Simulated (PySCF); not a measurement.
# C₃H₅FOS: electronic excitations at several levels of theory

How much do the electronic excitations of C₃H₅FOS (`O=[S@@]1CC[C@@H]1F`) depend on the level of theory, and what does each level cost?

Programs: PySCF 2.14.0, with density-fitted response routines of our own. Each step states its level of theory. These are calculated values for one molecule in the gas phase, unless marked as measured. Atoms are numbered from 0 throughout.

## 1. The molecule as given

11 atoms, charge 0, multiplicity 1; geometry from: GFN2-xTB.

Bonds of the start (Å): O0–S1 1.45, S1–C2 1.87, C2–C3 1.53, C3–C4 1.52, C4–F5 1.35, C4–S1 1.91, C2–H6 1.09, C2–H7 1.08, C3–H8 1.09, C3–H9 1.09, C4–H10 1.09.

## 2. Geometry optimisation at PBE0-D3(BJ)/def2-SVP

What the job is given:

```
{"job": {"xc": "PBE0", "basis": "def2-SVP", "d3": "d3bj", "grid": 1, "kind": "geom"}, "charge": 0, "multiplicity": 1}
O      0.225986     2.054672     1.166412
S      0.221969     1.547709    -0.193895
C     -1.115897     0.238376    -0.295176
C     -0.165170    -0.860757     0.167625
C      1.111809    -0.138914    -0.227810
F      2.162896    -0.272841     0.616115
H     -1.432792     0.134939    -1.329000
H     -1.963533     0.442665     0.350170
H     -0.193207    -0.967036     1.252102
H     -0.308611    -1.840840    -0.288691
H      1.461974    -0.335302    -1.243817
```

Log:

```text
step   0  E = -689.70914701  max force = 0.048050
step   1  E = -689.71207841  max force = 0.010526
step   2  E = -689.71326049  max force = 0.003299
step   3  E = -689.71336547  max force = 0.000769
step   4  E = -689.71340278  max force = 0.000768
step   5  E = -689.71345753  max force = 0.002079
step   6  E = -689.71349482  max force = 0.002513
step   7  E = -689.71351964  max force = 0.001626
step   8  E = -689.71353548  max force = 0.000860
step   9  E = -689.71353896  max force = 0.000741
step  10  E = -689.71353969  max force = 0.000690
step  11  E = -689.71354030  max force = 0.000418
optimisation converged
```

Run time: 52 s. Hardware: 1 thread, shared host.

The steps of the relaxation:

| step | energy from step 0 (eV) | largest force component (eV/Å) |
| --- | --- | --- |
| 0 | 0.0000 | 2.4708 |
| 1 | -0.0798 | 0.5413 |
| 2 | -0.1119 | 0.1696 |
| 3 | -0.1148 | 0.0395 |
| 4 | -0.1158 | 0.0395 |
| 5 | -0.1173 | 0.1069 |
| 6 | -0.1183 | 0.1292 |
| 7 | -0.1190 | 0.0836 |
| 8 | -0.1194 | 0.0442 |
| 9 | -0.1195 | 0.0381 |
| 10 | -0.1195 | 0.0355 |
| 11 | -0.1195 | 0.0215 |

Close pairs (by a distance rule), those that changed most:

| bond | before (Å) | after (Å) | change (Å) |
| --- | --- | --- | --- |
| O0–S1 | 1.452 | 1.497 | +0.046 |
| C2–H6 | 1.086 | 1.101 | +0.015 |
| C4–F5 | 1.355 | 1.341 | -0.013 |
| C2–H7 | 1.085 | 1.098 | +0.013 |
| C4–H10 | 1.092 | 1.105 | +0.013 |
| S1–C4 | 1.907 | 1.896 | -0.011 |
| C3–H9 | 1.091 | 1.101 | +0.010 |
| C3–H8 | 1.090 | 1.099 | +0.009 |

The next job starts from the end point, and lists it.

| at the end point | value |
| --- | --- |
| point group (found at 0.08 Å tolerance) | C1 |
| rotational constants (GHz, main isotopes) | 4.111, 3.069, 2.199 |
| dipole moment (D) | 4.49 |

## 3. TDDFT and polarisability: CAM-B3LYP/def2-SVPD

What the job is given:

```
{"job": {"kind": "uv", "xc": "CAM-B3LYP", "basis": "def2-SVPD", "ip": true}, "charge": 0, "multiplicity": 1}
O     -0.825861     1.853957     1.098432
S     -0.782245     1.315779    -0.298050
C     -1.027713    -0.530463    -0.152564
C      0.421885    -0.720061     0.293282
C      0.915782     0.489764    -0.472879
F      1.940741     1.182676     0.044719
H     -1.260845    -0.950313    -1.143112
H     -1.826202    -0.761756     0.564208
H      0.506183    -0.497160     1.366492
H      0.907023    -1.684062     0.077439
H      1.086068     0.294558    -1.547076
```

Level: TDDFT CAM-B3LYP/def2-SVPD, vertical, gas phase, core orbitals frozen in the response.

Log:

```text
coarse grid: 10160 points
cycle   1  E = -689.7873137194  dE =  1.168e+00  |g| = 9.812e-01  |ddm| = 4.465e+00
cycle   2  E = -689.0683940986  dE =  7.189e-01  |g| = 2.129e+00  |ddm| = 4.591e+00
cycle   3  E = -689.9885139266  dE = -9.201e-01  |g| = 1.524e-01  |ddm| = 3.399e+00
cycle   4  E = -689.9909636391  dE = -2.450e-03  |g| = 1.132e-01  |ddm| = 2.790e-01
cycle   5  E = -689.9931463195  dE = -2.183e-03  |g| = 1.280e-02  |ddm| = 1.067e-01
cycle   6  E = -689.9931814901  dE = -3.517e-05  |g| = 4.680e-03  |ddm| = 2.848e-02
cycle   7  E = -689.9931870565  dE = -5.566e-06  |g| = 1.315e-03  |ddm| = 9.001e-03
final grid: 95048 points
cycle   8  E = -690.0828117956  dE = -2.291e-05  |g| = 4.612e-03  |ddm| = 5.656e-02
cycle   9  E = -690.0828087822  dE =  3.013e-06  |g| = 6.147e-03  |ddm| = 1.380e-02
cycle  10  E = -690.0828162170  dE = -7.435e-06  |g| = 7.846e-04  |ddm| = 7.891e-03
cycle  11  E = -690.0828163302  dE = -1.133e-07  |g| = 2.343e-04  |ddm| = 1.119e-03
cycle  12  E = -690.0828163408  dE = -1.056e-08  |g| = 7.890e-05  |ddm| = 3.500e-04
cycle  13  E = -690.0828163420  dE = -1.226e-09  |g| = 1.518e-05  |ddm| = 1.161e-04
cycle  14  E = -690.0828163421  dE = -8.083e-11  |g| = 4.347e-06  |ddm| = 6.359e-05
converged SCF energy = -690.0828163421

Static polarisability (au): isotropic 59.556, principal 53.062 58.981 66.625

Singlet excitations
state   eV       nm        f      main configurations
  1   5.1648    240.1   0.02458   H->L 0.89
  2   5.6883    218.0   0.00265   H->L+2 0.83
  3   6.3329    195.8   0.03007   H-1->L 0.68
  4   6.4710    191.6   0.00305   H-1->L+2 0.79
  5   6.5812    188.4   0.05298   H->L+1 0.82, H->L+3 0.09
  6   7.1297    173.9   0.04977   H->L+3 0.50, H->L+4 0.18, H->L+1 0.13
  7   7.1931    172.4   0.01259   H->L+4 0.66, H->L+3 0.24
  8   7.4613    166.2   0.00011   H-1->L+1 0.84
  9   7.7237    160.5   0.03927   H-1->L+3 0.57, H-1->L+4 0.15
 10   7.8602    157.7   0.00844   H->L+5 0.69

Triplet excitations (Tamm-Dancoff, eV): 4.3413 5.0881 5.1789 6.0520
Vertical ionisation energy (delta-SCF) = 9.2501 eV
```

Wall time 73 s (1 thread, shared host).

Frontier orbitals and where they lie:

| orbital | eV | atoms |
| --- | --- | --- |
| HOMO−3 | -12.06 | O0 31 %, S1 22 %, C3 18 % |
| HOMO−2 | -11.56 | F5 19 %, C4 18 %, C3 17 % |
| HOMO−1 | -9.21 | O0 56 %, S1 13 %, C2 12 % |
| HOMO | -8.41 | O0 47 %, S1 29 %, C4 8 % |
| LUMO | 0.49 | S1 50 %, C2 12 %, C4 11 % |
| LUMO+1 | 0.94 | S1 38 %, H10 13 %, H6 12 % |
| LUMO+2 | 1.12 | S1 53 %, O0 12 %, C4 8 % |

With each of the 10 states as a Gaussian band of 0.4 eV half-width at 1/e, the curve within the window shown has maxima at 240 nm (ε 1,000), 189 nm (ε 3,400) L/(mol cm). Beyond the last state computed it falls off for lack of states. The curve at chosen wavelengths:

(nm, ε (L/mol/cm)): (152, 682), (157, 1720), (162, 2304), (166, 2506), (171, 2903), (176, 3093), (181, 3138), (185, 3321), (190, 3431), (195, 2970), (200, 2073), (204, 1356), (209, 726), (214, 435), (219, 405), (223, 503), (228, 703), (233, 900), (238, 1008), (242, 1000), (247, 881), (252, 690), (257, 486), (261, 343), (266, 205), (271, 114)

Ground-state properties from the same run:

| property | computed |
| --- | --- |
| dipole moment (D) | 4.96 |
| polarisability (Å³) | 8.83 |
| HOMO–LUMO gap (eV) | 8.90 |
| −ε(HOMO) (eV) | 8.41 |

## 4. Ultraviolet spectrum: wB97X-D/def2-SVPD

Settings changed since step 3:

```diff
@@ -1,2 +1,2 @@
-{"job": {"kind": "uv", "xc": "CAM-B3LYP", "basis": "def2-SVPD", "ip": true}, "charge": 0, "multiplicity": 1}
+{"job": {"kind": "uv", "xc": "wB97X-D", "basis": "def2-SVPD", "ip": true}, "charge": 0, "multiplicity": 1}
 O     -0.825861     1.853957     1.098432
```

Method: TDDFT wB97X-D/def2-SVPD, vertical, gas phase, core orbitals frozen in the response.

Log:

```text
coarse grid: 10160 points
cycle   1  E = -689.7948137241  dE =  1.201e+00  |g| = 9.984e-01  |ddm| = 4.410e+00
cycle   2  E = -689.2624949748  dE =  5.323e-01  |g| = 1.933e+00  |ddm| = 4.568e+00
cycle   3  E = -690.0084552518  dE = -7.460e-01  |g| = 1.233e-01  |ddm| = 3.238e+00
cycle   4  E = -690.0102118301  dE = -1.757e-03  |g| = 9.048e-02  |ddm| = 2.414e-01
cycle   5  E = -690.0115979949  dE = -1.386e-03  |g| = 1.098e-02  |ddm| = 8.832e-02
cycle   6  E = -690.0116310193  dE = -3.302e-05  |g| = 3.597e-03  |ddm| = 3.082e-02
cycle   7  E = -690.0116352452  dE = -4.226e-06  |g| = 1.159e-03  |ddm| = 9.043e-03
final grid: 95048 points
cycle   8  E = -690.0951528311  dE = -9.637e-05  |g| = 6.748e-03  |ddm| = 1.445e-01
cycle   9  E = -690.0951524322  dE =  3.989e-07  |g| = 7.749e-03  |ddm| = 1.999e-02
cycle  10  E = -690.0951624029  dE = -9.971e-06  |g| = 6.836e-04  |ddm| = 8.394e-03
cycle  11  E = -690.0951624573  dE = -5.438e-08  |g| = 6.668e-04  |ddm| = 2.269e-03
cycle  12  E = -690.0951625490  dE = -9.170e-08  |g| = 1.159e-04  |ddm| = 1.052e-03
cycle  13  E = -690.0951625526  dE = -3.659e-09  |g| = 4.120e-05  |ddm| = 2.599e-04
cycle  14  E = -690.0951625533  dE = -6.289e-10  |g| = 1.137e-05  |ddm| = 1.266e-04
converged SCF energy = -690.0951625533

Static polarisability (au): isotropic 59.293, principal 52.819 58.697 66.362

Singlet excitations
state   eV       nm        f      main configurations
  1   5.1944    238.7   0.02389   H->L 0.92
  2   5.7243    216.6   0.00293   H->L+1 0.56, H->L+2 0.32
  3   6.3628    194.9   0.03095   H-1->L 0.68
  4   6.5074    190.5   0.00459   H-1->L+1 0.50, H-1->L+2 0.29, H-1->L 0.09
  5   6.8101    182.1   0.06873   H->L+2 0.45, H->L+1 0.35, H->L+3 0.08
  6   7.3777    168.1   0.03759   H->L+4 0.55, H->L+3 0.16, H->L+2 0.12
  7   7.4462    166.5   0.02413   H->L+3 0.56, H->L+4 0.30
  8   7.7201    160.6   0.00443   H-1->L+2 0.38, H-1->L+1 0.29, H-1->L+3 0.14
  9   7.9530    155.9   0.03366   H-1->L+3 0.39, H-1->L+2 0.17, H-1->L+4 0.13
 10   8.0994    153.1   0.00272   H->L+5 0.74

Triplet excitations (Tamm-Dancoff, eV): 4.4163 5.1514 5.2489 6.1095
Vertical ionisation energy (delta-SCF) = 9.2052 eV
```

Run time: 67 s. Hardware: 1 thread, shared host.

This run: HOMO -8.89 eV, LUMO 1.27 eV; lowest singlet 5.19 eV.

## 5. Ultraviolet spectrum: LC-wPBE/def2-SVPD

Settings changed since step 4:

```diff
@@ -1,2 +1,2 @@
-{"job": {"kind": "uv", "xc": "wB97X-D", "basis": "def2-SVPD", "ip": true}, "charge": 0, "multiplicity": 1}
+{"job": {"kind": "uv", "xc": "LC-wPBE", "basis": "def2-SVPD", "ip": true}, "charge": 0, "multiplicity": 1}
 O     -0.825861     1.853957     1.098432
```

With the program's defaults for keys left out, this is: TDDFT LC-wPBE/def2-SVPD, vertical, gas phase, core orbitals frozen in the response.

Log:

```text
coarse grid: 10160 points
cycle   1  E = -689.5699411385  dE =  1.309e+00  |g| = 1.022e+00  |ddm| = 4.365e+00
cycle   2  E = -689.2380883305  dE =  3.319e-01  |g| = 1.702e+00  |ddm| = 4.204e+00
cycle   3  E = -689.7991621014  dE = -5.611e-01  |g| = 1.094e-01  |ddm| = 2.744e+00
cycle   4  E = -689.8010297998  dE = -1.868e-03  |g| = 7.478e-02  |ddm| = 2.303e-01
cycle   5  E = -689.8020368858  dE = -1.007e-03  |g| = 1.329e-02  |ddm| = 8.068e-02
cycle   6  E = -689.8020930115  dE = -5.613e-05  |g| = 3.836e-03  |ddm| = 3.211e-02
cycle   7  E = -689.8020997135  dE = -6.702e-06  |g| = 1.192e-03  |ddm| = 1.244e-02
final grid: 95048 points
cycle   8  E = -689.9075014184  dE = -3.161e-05  |g| = 9.798e-03  |ddm| = 6.772e-02
cycle   9  E = -689.9074989851  dE =  2.433e-06  |g| = 1.079e-02  |ddm| = 1.907e-02
cycle  10  E = -689.9075170643  dE = -1.808e-05  |g| = 6.578e-04  |ddm| = 9.726e-03
cycle  11  E = -689.9075171618  dE = -9.751e-08  |g| = 3.719e-04  |ddm| = 1.293e-03
cycle  12  E = -689.9075171908  dE = -2.901e-08  |g| = 1.148e-04  |ddm| = 8.161e-04
cycle  13  E = -689.9075171945  dE = -3.689e-09  |g| = 3.104e-05  |ddm| = 2.797e-04
cycle  14  E = -689.9075171950  dE = -4.547e-10  |g| = 9.260e-06  |ddm| = 1.555e-04
converged SCF energy = -689.9075171950

Static polarisability (au): isotropic 58.204, principal 51.744 57.758 65.111

Singlet excitations
state   eV       nm        f      main configurations
  1   5.3491    231.8   0.02630   H->L 0.76, H->L+4 0.13
  2   5.9047    210.0   0.00310   H->L+2 0.68
  3   6.6010    187.8   0.03724   H-1->L 0.54, H-1->L+2 0.15, H-1->L+4 0.14
  4   6.7460    183.8   0.00849   H-1->L+2 0.56, H-1->L 0.14, H-1->L+5 0.10
  5   7.2053    172.1   0.07792   H->L+1 0.69, H->L+3 0.09
  6   7.7806    159.4   0.03211   H->L+4 0.50, H->L+1 0.17, H->L+2 0.08
  7   7.9454    156.0   0.03238   H->L+3 0.57, H->L+4 0.17
  8   8.1572    152.0   0.01126   H-1->L+1 0.44, H-1->L+3 0.14, H-1->L+4 0.12
  9   8.3849    147.9   0.02172   H-1->L+1 0.34, H-1->L+3 0.15, H-1->L+4 0.11
 10   8.5043    145.8   0.00046   H->L+5 0.51, H->L+7 0.09

Triplet excitations (Tamm-Dancoff, eV): 4.4064 5.2031 5.3050 6.2398
Vertical ionisation energy (delta-SCF) = 9.3425 eV
```

It took 98 s on 1 thread, shared host.

Key values: HOMO -9.67 eV, LUMO 1.62 eV; lowest singlet 5.35 eV.

## 6. Ultraviolet spectrum: PBE0/6-31G*

Settings changed since step 5:

```diff
@@ -1,2 +1,2 @@
-{"job": {"kind": "uv", "xc": "LC-wPBE", "basis": "def2-SVPD", "ip": true}, "charge": 0, "multiplicity": 1}
+{"job": {"kind": "uv", "xc": "PBE0", "basis": "6-31G*"}, "charge": 0, "multiplicity": 1}
 O     -0.825861     1.853957     1.098432
```

With the program's defaults for keys left out, this is: TDDFT PBE0/6-31G*, vertical, gas phase, core orbitals frozen in the response.

Log:

```text
coarse grid: 10160 points
cycle   1  E = -689.8799088243  dE =  1.095e+00  |g| = 9.778e-01  |ddm| = 3.404e+00
cycle   2  E = -688.3458591902  dE =  1.534e+00  |g| = 2.764e+00  |ddm| = 5.051e+00
cycle   3  E = -690.0586795128  dE = -1.713e+00  |g| = 2.906e-01  |ddm| = 4.403e+00
cycle   4  E = -690.0712034838  dE = -1.252e-02  |g| = 1.705e-01  |ddm| = 4.780e-01
cycle   5  E = -690.0769329727  dE = -5.729e-03  |g| = 1.990e-02  |ddm| = 1.749e-01
cycle   6  E = -690.0770300111  dE = -9.704e-05  |g| = 6.764e-03  |ddm| = 2.839e-02
cycle   7  E = -690.0770405788  dE = -1.057e-05  |g| = 1.768e-03  |ddm| = 8.377e-03
cycle   8  E = -690.0770413539  dE = -7.751e-07  |g| = 4.433e-04  |ddm| = 2.973e-03
final grid: 95048 points
cycle   9  E = -690.0291820463  dE = -7.682e-06  |g| = 1.032e-02  |ddm| = 2.230e-02
cycle  10  E = -690.0291227145  dE =  5.933e-05  |g| = 1.916e-02  |ddm| = 3.288e-02
cycle  11  E = -690.0292061786  dE = -8.346e-05  |g| = 2.834e-03  |ddm| = 2.388e-02
cycle  12  E = -690.0292078597  dE = -1.681e-06  |g| = 2.099e-04  |ddm| = 2.951e-03
cycle  13  E = -690.0292078689  dE = -9.204e-09  |g| = 7.647e-05  |ddm| = 2.792e-04
cycle  14  E = -690.0292078699  dE = -9.527e-10  |g| = 2.859e-05  |ddm| = 8.105e-05
converged SCF energy = -690.0292078699

Static polarisability (au): isotropic 49.959, principal 43.773 49.010 57.093

Singlet excitations
state   eV       nm        f      main configurations
  1   5.0861    243.8   0.02260   H->L 0.98
  2   5.7084    217.2   0.00209   H->L+1 0.94
  3   6.3195    196.2   0.02404   H-1->L 0.68, H-1->L+1 0.14, H->L+2 0.13
  4   6.4554    192.1   0.00535   H-1->L+1 0.84, H-1->L 0.10
  5   7.8286    158.4   0.08081   H->L+3 0.66, H->L+2 0.24
  6   7.9559    155.8   0.04150   H->L+2 0.49, H->L+3 0.33
  7   8.1741    151.7   0.04915   H-1->L+2 0.88
  8   8.2048    151.1   0.00168   H-2->L 0.80, H->L+4 0.13
  9   8.2488    150.3   0.03234   H->L+4 0.81, H-2->L 0.13
 10   8.6300    143.7   0.00347   H-1->L+3 0.90

Triplet excitations (Tamm-Dancoff, eV): 4.2152 4.9013 5.0762 5.9374
```

Run time: 8.6 s. Hardware: 1 thread, shared host.

In short: HOMO -6.59 eV, LUMO 0.08 eV; lowest singlet 5.09 eV.

## 7. Ultraviolet spectrum: PBE0/def2-SVP

Settings changed since step 6:

```diff
@@ -1,2 +1,2 @@
-{"job": {"kind": "uv", "xc": "PBE0", "basis": "6-31G*"}, "charge": 0, "multiplicity": 1}
+{"job": {"kind": "uv", "xc": "PBE0", "basis": "def2-SVP"}, "charge": 0, "multiplicity": 1}
 O     -0.825861     1.853957     1.098432
```

Level: TDDFT PBE0/def2-SVP, vertical, gas phase, core orbitals frozen in the response.

Log:

```text
coarse grid: 10160 points
cycle   1  E = -689.4210387500  dE =  1.061e+00  |g| = 9.901e-01  |ddm| = 3.704e+00
cycle   2  E = -687.7255204554  dE =  1.696e+00  |g| = 2.890e+00  |ddm| = 5.859e+00
cycle   3  E = -689.6059009082  dE = -1.880e+00  |g| = 2.814e-01  |ddm| = 5.058e+00
cycle   4  E = -689.6161782572  dE = -1.028e-02  |g| = 1.860e-01  |ddm| = 5.354e-01
cycle   5  E = -689.6230684859  dE = -6.890e-03  |g| = 1.962e-02  |ddm| = 1.960e-01
cycle   6  E = -689.6231617103  dE = -9.322e-05  |g| = 6.841e-03  |ddm| = 3.252e-02
cycle   7  E = -689.6231724642  dE = -1.075e-05  |g| = 1.864e-03  |ddm| = 8.787e-03
cycle   8  E = -689.6231733173  dE = -8.530e-07  |g| = 4.507e-04  |ddm| = 3.114e-03
final grid: 95048 points
cycle   9  E = -689.7050611774  dE = -1.210e-05  |g| = 1.015e-02  |ddm| = 3.106e-02
cycle  10  E = -689.7049975990  dE =  6.358e-05  |g| = 1.955e-02  |ddm| = 3.402e-02
cycle  11  E = -689.7050841757  dE = -8.658e-05  |g| = 2.533e-03  |ddm| = 2.535e-02
cycle  12  E = -689.7050855363  dE = -1.361e-06  |g| = 2.534e-04  |ddm| = 2.835e-03
cycle  13  E = -689.7050855509  dE = -1.470e-08  |g| = 7.413e-05  |ddm| = 4.049e-04
cycle  14  E = -689.7050855520  dE = -1.000e-09  |g| = 2.722e-05  |ddm| = 1.054e-04
cycle  15  E = -689.7050855521  dE = -1.561e-10  |g| = 5.804e-06  |ddm| = 4.044e-05
converged SCF energy = -689.7050855521

Static polarisability (au): isotropic 49.912, principal 43.022 49.546 57.168

Singlet excitations
state   eV       nm        f      main configurations
  1   5.1522    240.6   0.02087   H->L 0.98
  2   5.8270    212.8   0.00042   H->L+1 0.95
  3   6.3409    195.5   0.02499   H-1->L 0.74, H->L+3 0.11
  4   6.5794    188.4   0.00072   H-1->L+1 0.94
  5   7.1931    172.4   0.01035   H->L+2 0.82, H->L+3 0.14
  6   7.6103    162.9   0.08347   H->L+3 0.66, H-1->L 0.09, H->L+4 0.08
  7   7.8130    158.7   0.04832   H-1->L+2 0.80, H-1->L+3 0.11
  8   7.9836    155.3   0.04157   H->L+4 0.84
  9   8.0788    153.5   0.00461   H-1->L+3 0.85, H-1->L+2 0.12
 10   8.3274    148.9   0.00266   H-2->L 0.93

Triplet excitations (Tamm-Dancoff, eV): 4.2789 4.9847 5.2021 6.0531
```

It took 10 s on 1 thread, shared host.

In short: HOMO -6.70 eV, LUMO 0.05 eV; lowest singlet 5.15 eV.

## 8. Ultraviolet spectrum: PBE0/def2-TZVP

Settings changed since step 7:

```diff
@@ -1,2 +1,2 @@
-{"job": {"kind": "uv", "xc": "PBE0", "basis": "def2-SVP"}, "charge": 0, "multiplicity": 1}
+{"job": {"kind": "uv", "xc": "PBE0", "basis": "def2-TZVP"}, "charge": 0, "multiplicity": 1}
 O     -0.825861     1.853957     1.098432
```

Method: TDDFT PBE0/def2-TZVP, vertical, gas phase, core orbitals frozen in the response.

Log:

```text
coarse grid: 10160 points
cycle   1  E = -690.0258245027  dE =  1.053e+00  |g| = 9.807e-01  |ddm| = 2.721e+00
cycle   2  E = -688.6440271276  dE =  1.382e+00  |g| = 2.702e+00  |ddm| = 3.955e+00
cycle   3  E = -690.1954616423  dE = -1.551e+00  |g| = 2.731e-01  |ddm| = 3.450e+00
cycle   4  E = -690.2052234082  dE = -9.762e-03  |g| = 1.774e-01  |ddm| = 3.673e-01
cycle   5  E = -690.2108340788  dE = -5.611e-03  |g| = 2.359e-02  |ddm| = 1.353e-01
cycle   6  E = -690.2109533477  dE = -1.193e-04  |g| = 7.931e-03  |ddm| = 2.634e-02
cycle   7  E = -690.2109665090  dE = -1.316e-05  |g| = 1.910e-03  |ddm| = 7.877e-03
cycle   8  E = -690.2109673240  dE = -8.150e-07  |g| = 6.173e-04  |ddm| = 2.303e-03
final grid: 95048 points
cycle   9  E = -690.2098199948  dE = -5.023e-05  |g| = 1.011e-02  |ddm| = 5.143e-02
cycle  10  E = -690.2097670951  dE =  5.290e-05  |g| = 1.841e-02  |ddm| = 2.115e-02
cycle  11  E = -690.2098394810  dE = -7.239e-05  |g| = 2.955e-03  |ddm| = 1.555e-02
cycle  12  E = -690.2098410079  dE = -1.527e-06  |g| = 5.631e-04  |ddm| = 2.344e-03
cycle  13  E = -690.2098410845  dE = -7.666e-08  |g| = 1.001e-04  |ddm| = 5.560e-04
cycle  14  E = -690.2098410861  dE = -1.545e-09  |g| = 4.620e-05  |ddm| = 1.170e-04
cycle  15  E = -690.2098410865  dE = -3.877e-10  |g| = 9.475e-06  |ddm| = 4.503e-05
converged SCF energy = -690.2098410865

Static polarisability (au): isotropic 56.669, principal 50.165 56.150 63.691

Singlet excitations
state   eV       nm        f      main configurations
  1   5.0865    243.8   0.01948   H->L 0.98
  2   5.4814    226.2   0.00208   H->L+1 0.97
  3   6.2231    199.2   0.02377   H-1->L 0.63, H-1->L+1 0.23
  4   6.2773    197.5   0.00780   H-1->L+1 0.74, H-1->L 0.19
  5   6.8826    180.1   0.01339   H->L+2 0.89
  6   7.2988    169.9   0.07211   H->L+3 0.81, H-1->L 0.09
  7   7.4131    167.3   0.01349   H->L+4 0.95
  8   7.6132    162.9   0.02897   H-1->L+2 0.93
  9   7.9133    156.7   0.01724   H-1->L+3 0.87
 10   8.1074    152.9   0.00244   H-2->L 0.90

Triplet excitations (Tamm-Dancoff, eV): 4.2118 4.8627 5.0506 5.8065
```

It took 28 s on 1 thread, shared host.

In short: HOMO -6.94 eV, LUMO -0.30 eV; lowest singlet 5.09 eV.

## 9. Run by run: electronic excitations

Excitations and ground-state properties, with basis size and wall time:

| run | lowest singlet (eV) | brightest (eV) | f | gap (eV) | α (Å³) | μ (D) | functions | time |
| --- | --- | --- | --- | --- | --- | --- | --- | --- |
| CAM-B3LYP/def2-SVPD | 5.16 | 6.58 | 0.053 | 8.90 | 8.83 | 4.96 | 173 | 73 s |
| wB97X-D/def2-SVPD | 5.19 | 6.81 | 0.069 | 10.16 | 8.79 | 4.90 | 173 | 67 s |
| LC-wPBE/def2-SVPD | 5.35 | 7.21 | 0.078 | 11.29 | 8.62 | 4.98 | 173 | 98 s |
| PBE0/6-31G* | 5.09 | 7.83 | 0.081 | 6.67 | 7.40 | 4.40 | 98 | 8.6 s |
| PBE0/def2-SVP | 5.15 | 7.61 | 0.083 | 6.75 | 7.40 | 4.49 | 113 | 10 s |
| PBE0/def2-TZVP | 5.09 | 7.30 | 0.072 | 6.64 | 8.40 | 4.54 | 222 | 28 s |

## 10. Outcome

| quantity | value |
| --- | --- |
| point group | C1 |
| rotational constants (main isotopes) | 4.11, 3.07, 2.20 GHz |
| lowest singlet (CAM-B3LYP/def2-SVPD) | 5.16 eV (240 nm), f = 0.025 |
| brightest single state of those computed | state 5, 6.58 eV, f = 0.053 |
| lowest triplet | 4.34 eV |
| vertical ionisation energy (ΔSCF) | 9.25 eV |
| range of the lowest singlet | 5.09 to 5.35 eV |

What this shows: Single values in the summary come from the first run of each kind that ended normally (CAM-B3LYP/def2-SVPD), which need not be the best level. Relaxing lowered the energy by 0.120 eV in 11 steps; the close pair that moved most is O0–S1, from 1.452 to 1.497 Å. The first singlet state (HOMO→LUMO 0.89) lies at 5.16 eV and is weak; of the 10 states computed, the strongest absorption comes from state 5 at 6.58 eV. The lowest triplet lies 0.82 eV below the lowest singlet (triplets in Tamm-Dancoff, singlets in full TDDFT). ΔSCF puts the ionisation energy at 9.25 eV, 0.84 eV above −ε(HOMO). The lowest singlet runs from 5.09 eV (PBE0/6-31G*) to 5.35 eV (LC-wPBE/def2-SVPD), while the orbital gap spans 6.64 to 11.29 eV. The lowest state need not be the same one in every run.
